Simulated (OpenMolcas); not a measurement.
# AlHCl2 (SMILES [H][Al]([Cl])[Cl]) at 6 levels

We compute a comparison of 6 runs (PBE/STO-3G, SVWN5/STO-3G, r2SCAN/STO-3G, MP2/STO-3G, ACPF/STO-3G, CISD/STO-3G) of AlHCl2. 

Program for the calculation: OpenMolcas 26.06.

1 further run of the same task is left out (for a known fault of the program).

**1. The system as given**

The species is AlHCl2 (4 atoms), meant as a singlet with charge 0. SMILES: `[H][Al]([Cl])[Cl]`. Geometry: a GFN2-xTB relaxation, a rough one for these elements and not checked as a minimum.

Bond lengths: Al1–Cl2 2.022 Å, Al1–Cl3 2.023 Å, Al1–H4 1.522 Å. Angles: Cl2–Al1–Cl3 124.1°, Cl2–Al1–H4 118.0°, Cl3–Al1–H4 117.9°.

**2. A single-point energy at PBE/STO-3G (run 1)**

The input, job.inp:

```
* AlCl2H Kohn-Sham DFT
>>> EXPORT MOLCAS_PRINT=2

&GATEWAY
  BasLib = $CurrDir
  Coord
  4
  angstrom
  Al      -0.047750      -0.080660      -0.000420
  Cl       1.971850      -0.182600       0.014280
  Cl      -1.095680       1.649890      -0.015830
  H       -0.828410      -1.386630       0.001980
  Basis = STO-3G
  Group = NoSym

&SEWARD
  GridInput
  Grid=UltraFine
  End of Grid

&SCF
  KSDFT = PBE
  Thresholds = 1e-10 1e-07 1e-07 1e-05
  PrOrbitals = 1 1
```

The basis set STO-3G is read from a file made from the Basis Set Exchange's data (not shown).

Launch:

```
$ export MOLCAS_MEM=1860
$ pymolcas job.inp > job.log
```

Standard output:

```text
--- Start Module: gateway ---
[...]
--- Stop Module: gateway /rc=_RC_ALL_IS_WELL_ ---
--- Start Module: seward ---
[...]
      Basis functions           28
--- Stop Module: seward /rc=_RC_ALL_IS_WELL_ ---
--- Start Module: scf ---
[...]
       Convergence after  12 Iterations
[...]
::    Total KS-DFT energy                           -1150.0756678625
[...]
      Total spin, S                                     0.0000000000
[...]
      Total electronic charge=   48.000000
      Total            charge=   -0.000000
[...]
      Dipole Moment (debye):
      Origin of the operator (angstrom)=    0.2912    0.4875   -0.0006
                   X= -8.5117E-01               Y= -1.4333E+00               Z= -2.0093E-03           Total=  1.6670E+00
      Quadrupole Moment (debye*angstrom):
[...]
--- Stop Module: scf /rc=_RC_ALL_IS_WELL_ ---
[...]
```

Wall time 4.2 s (1 thread of Arm Neoverse V1, shared host); peak memory 0.37 GiB.

**3. A single-point energy at SVWN5/STO-3G (run 2)**

The input, job.inp:

```
* AlCl2H Kohn-Sham DFT

&GATEWAY
  BASLIB = $CurrDir
  COORD
  4
  angstrom
  Al      -0.047750      -0.080660      -0.000420
  Cl       1.971850      -0.182600       0.014280
  Cl      -1.095680       1.649890      -0.015830
  H       -0.828410      -1.386630       0.001980
  BASIS = STO-3G
  GROUP = NoSym

&SEWARD
  GRIDINPUT
  Grid=UltraFine
  End of Grid

&SCF
  KSDFT = SVWN5
  THRESHOLDS = 1e-10 1e-07 1e-07 1e-05
  PRORBITALS = 1 1
```

The basis set STO-3G is read from a file made from the Basis Set Exchange's data (not shown).

Launch:

```
$ export MOLCAS_MEM=1860
$ pymolcas job.inp > job.log
```

Standard output:

```text
--- Start Module: gateway ---
[...]
--- Stop Module: gateway /rc=_RC_ALL_IS_WELL_ ---
--- Start Module: seward ---
[...]
      Basis functions           28
--- Stop Module: seward /rc=_RC_ALL_IS_WELL_ ---
--- Start Module: scf ---
[...]
       Convergence after  12 Iterations
[...]
::    Total KS-DFT energy                           -1146.4954499971
[...]
      Total spin, S                                     0.0000000000
[...]
      Total electronic charge=   48.000000
      Total            charge=   -0.000000
[...]
      Dipole Moment (debye):
      Origin of the operator (angstrom)=    0.2912    0.4875   -0.0006
                   X= -8.8448E-01               Y= -1.4889E+00               Z= -1.7673E-03           Total=  1.7318E+00
      Quadrupole Moment (debye*angstrom):
[...]
--- Stop Module: scf /rc=_RC_ALL_IS_WELL_ ---
[...]
```

Run time: 3.6 s. Hardware: 1 thread of Arm Neoverse V1, shared host; peak memory 0.37 GiB.

Run 3 isn't shown in full; the table further down has it.

**4. The energy at MP2/STO-3G (run 4)**

The input, job.input:

```
&GATEWAY
 BASLIB=$CurrDir
 COORD
 4
 angstrom
 Al      -0.047750      -0.080660      -0.000420
 Cl       1.971850      -0.182600       0.014280
 Cl      -1.095680       1.649890      -0.015830
 H       -0.828410      -1.386630       0.001980
 BASIS=STO-3G
 GROUP=NoSym

&SEWARD

&SCF
 THRESHOLDS=1e-10 1e-07 1e-07 1e-05
 PRORBITALS=1 1

&MBPT2
 FROZEN=15
```

The basis set STO-3G is read from a file made from the Basis Set Exchange's data (not shown).

Launch:

```
$ export MOLCAS_MEM=1860
$ pymolcas job.input > job.log
```

Standard output:

```text
--- Start Module: gateway ---
[...]
--- Stop Module: gateway /rc=_RC_ALL_IS_WELL_ ---
[...]
      Basis functions           28
[...]
--- Start Module: scf ---
[...]
       Convergence after   9 Iterations
[...]
::    Total SCF energy                              -1148.9335029233
[...]
      Total spin, S                                     0.0000000000
[...]
      Total electronic charge=   48.000000
      Total            charge=   -0.000000
[...]
      Dipole Moment (debye):
      Origin of the operator (angstrom)=    0.2912    0.4875   -0.0006
                   X= -1.0461E+00               Y= -1.7605E+00               Z= -2.6460E-03           Total=  2.0479E+00
      Quadrupole Moment (debye*angstrom):
[...]
--- Stop Module: scf /rc=_RC_ALL_IS_WELL_ ---
--- Start Module: mbpt2 ---
[...]
WARNING!
Default frozen orbitals as non valence orbitals is overwritten by user input.
Default values:  12
[...]
       Reference weight ( Cref**2 )         =        0.98286
::    Total MBPT2 energy                            -1148.9650592469
[...]
      Total MBPT2 calculations                           0.04      0.04
--- Stop Module: mbpt2 /rc=_RC_ALL_IS_WELL_ ---
[...]
```

It took 1.7 s on 1 thread of Arm Neoverse V1, shared host; peak memory 0.37 GiB.

Run 5 isn't shown in full; the table further down has it.

**5. A single-point energy at CISD/STO-3G (run 6)**

The input, job.input:

```
&GATEWAY
 BasLib = $CurrDir
 Coord
 4
 angstrom
 Al      -0.047750      -0.080660      -0.000420
 Cl       1.971850      -0.182600       0.014280
 Cl      -1.095680       1.649890      -0.015830
 H       -0.828410      -1.386630       0.001980
 Basis = STO-3G
 Group = NoSym

&SEWARD

&SCF
 Thresholds = 1e-10 1e-07 1e-07 1e-05
 PrOrbitals = 1 1

&MOTRA
 Frozen = 15

&GUGA
 Electrons = 18
 Spin = 1
 Inactive = 9
 Active = 0
 CIAll = 1

&CPF
 SDCI
```

The basis set STO-3G is read from a file made from the Basis Set Exchange's data (not shown).

Launch:

```
$ export MOLCAS_MEM=1860
$ pymolcas job.input > job.log
```

Standard output:

```text
--- Start Module: gateway ---
[...]
--- Stop Module: gateway /rc=_RC_ALL_IS_WELL_ ---
[...]
      Basis functions           28
[...]
       Convergence after   9 Iterations
[...]
::    Total SCF energy                              -1148.9335029233
[...]
      Total spin, S                                     0.0000000000
[...]
      *** WARNING: Default frozen orbitals is overwritten by user input.
      *** Default values:  12
[...]
--- Start Module: guga ---
[...]
--- Stop Module: guga /rc=_RC_ALL_IS_WELL_ ---
--- Start Module: cpf ---
[...]
      Active orbitals                            0       0
[...]
      Spin quantum number                      0.0
[...]
     FINAL CI ENERGY         -1148.97465096
     FINAL CORRELATION ENERGY   -0.04114803  REFERENCE ENERGY   -1148.93350292
[...]
     REL. CI ENERGY          -1148.97465096
[...]
      Total electronic charge=   48.000000
      Total            charge=   -0.000000
[...]
      Dipole Moment (debye):
      Origin of the operator (angstrom)=    0.2912    0.4875   -0.0006
                   X= -9.5473E-01               Y= -1.6071E+00               Z= -2.3475E-03           Total=  1.8693E+00
      Quadrupole Moment (debye*angstrom):
[...]
--- Stop Module: cpf /rc=_RC_ALL_IS_WELL_ ---
[...]
```

Run time: 1.8 s. Hardware: 1 thread of Arm Neoverse V1, shared host; peak memory 0.37 GiB.

**6. All runs side by side**

```csv
run,level,integration grid,frozen core orbitals,energy (Eh),dipole moment (D) of the reference,HOMO energy (eV),LUMO energy (eV),wall time
1,PBE/STO-3G,UltraFine,–,-1150.075668,1.67,-5.44,1.80,4.2 s
2,SVWN5/STO-3G,UltraFine,–,-1146.495450,1.73,-5.41,1.60,3.6 s
3,r2SCAN/STO-3G,UltraFine,–,-1150.601192,1.73,-5.83,2.17,4.5 s
4,MP2/STO-3G,–,15,-1148.965059,2.05,-10.33,7.08,1.7 s
5,ACPF/STO-3G,–,15,-1148.975864,2.05,-10.33,7.08,1.8 s
6,CISD/STO-3G,–,15,-1148.974651,2.05,-10.33,7.08,1.8 s
```

**7. Summary of results**

| quantity | value |
| --- | --- |
| run 6: total energy | -1148.97465 Eh |
| run 6: dipole moment (mean-field density) | 2.05 D |
| run 6: HOMO energy (Hartree–Fock orbitals) | -10.33 eV |
| run 6: LUMO energy (Hartree–Fock orbitals) | 7.08 eV |
| run 6: HOMO–LUMO gap (Hartree–Fock orbitals) | 17.41 eV |
| run 6: correlation energy (15 core orbitals frozen) | -41.1 mEh |

Over runs 1, 2, 3 the dipole moment (its size) runs from 1.67 D (PBE/STO-3G) to 1.73 D (SVWN5/STO-3G). Over runs 1, 2, 3 the HOMO–LUMO gap runs from 7.00 eV (SVWN5/STO-3G) to 8.00 eV (r2SCAN/STO-3G). Totals of different functionals can't be ranked against each other. In runs 1, 2, 3, 4, 5, 6 the basis is minimal, so the values are rough. All runs together took 18 s, the longest 4.5 s.
